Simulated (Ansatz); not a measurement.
Reaction (SMILES): C (CH4) → C atom + 4 H atom
B3LYP-D3(BJ)/def2-TZVP geometries, fixed; electronic energies without zero-point terms.
Largest species:
```xyz
5

C      0.0000     0.0000     0.0000
H      0.6205     0.6269     0.6390
H     -0.6429    -0.6249     0.6185
H      0.6369    -0.6328    -0.6166
H     -0.6146     0.6308    -0.6409
```

Effect of a fitting basis named in the input at PBE0/cc-pVTZ with Ansatz (an electronic-structure program), against the last row, where the atomisation energy is 417.82 kcal/mol. Open shells are unrestricted. The default fits or decomposes integrals by the program's own choice; accuracy: high also tightens integrals, grids and stops.

```tsv
setting	largest shift of a total energy (mEh)	shift of the atomisation energy (kcal/mol)
fitting: def2-SV(P)-JKFIT	-0.044	-0.039
fitting: def2-universal-JKFIT	-0.044	-0.039
fitting: cc-pVTZ-JKFIT	-0.013	0.004
fitting: cc-pVQZ-JKFIT	-0.003	-0.002
fitting: cc-pV5Z-JKFIT	-0.003	-0.003
accuracy: high	-0.001	0.000
accuracy: medium (default)	0.000	0.000
```

Within 0.02 kcal/mol in the atomisation energy: fitting: cc-pVTZ-JKFIT; fitting: cc-pVQZ-JKFIT; fitting: cc-pV5Z-JKFIT; accuracy: high. The largest shift is 0.044 mEh in a total energy and 0.039 kcal/mol in the difference.
